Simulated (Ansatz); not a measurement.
# BH2 (doublet): from Hartree-Fock to the top rungs, def2-TZVPP

An exercise on one series of results from a longer session: the logs are not shown, and one member is left open.

Program: Ansatz 0.2.0, Gaussian basis. Level of theory: def2-TZVPP, core rule «outside noble gas», up to 1 orbitals frozen. These are calculated values, not measurements.

Plan: UHF; ROHF; CCSD(T) on UHF.

2 further runs of the same task are left out: 2 set aside as unsound or not needed.

### The system

The geometry is a PBE0/def2-TZVP stationary point (not a proven minimum).

3 atoms, charge 0, spin multiplicity 2.

Atoms are counted from 1 here; the program's logs count them from 0.

Bond lengths: B1–H2 1.191 Å, B1–H3 1.191 Å. Angles: H2–B1–H3 129.4°.

The first run:

File in.yaml:

```yaml
crystal:
  periodic: [false, false, false]
  atoms:
    - {symbol: B, position_ang: [0.000000, -0.080006, 0.000000]}
    - {symbol: H, position_ang: [0.000000, 0.429067, -1.077008]}
    - {symbol: H, position_ang: [0.000000, 0.429067, 1.077008]}
basis:
  gaussian: {orbitals: def2-TZVPP}
magnetization: {spin_polarized: true, initial_magnetization: 1}
hamiltonian: {xc: hf}
output: {orbitals: {seedname: orbitals}}
```

Started as:

```
$ ansatz run in.yaml --threads 1 --pin off --events-out ev --progress --plain --max-ram 4096MiB --backend cpu
```

Steps of the session up to this table: UHF; ROHF; CCSD(T) on UHF.

One table of the session follows, with a row left open; its other results are not shown here.

```
  method  from UCCSD(T) (meV)
    ROHF                    ?
     UHF              +2795.2
    UMP2               +557.4
   UCCSD                +52.6
UCCSD(T)                    0
```

**Question.** Estimate the row for ROHF.

The run gave: from UCCSD(T) (meV): +2834.2. In the column «from UCCSD(T) (meV)» it is the highest.

With the free atoms at the same levels and basis (separate runs), the atomisation energy is 7.238 eV at UCCSD(T), 6.295 eV at ROHF.
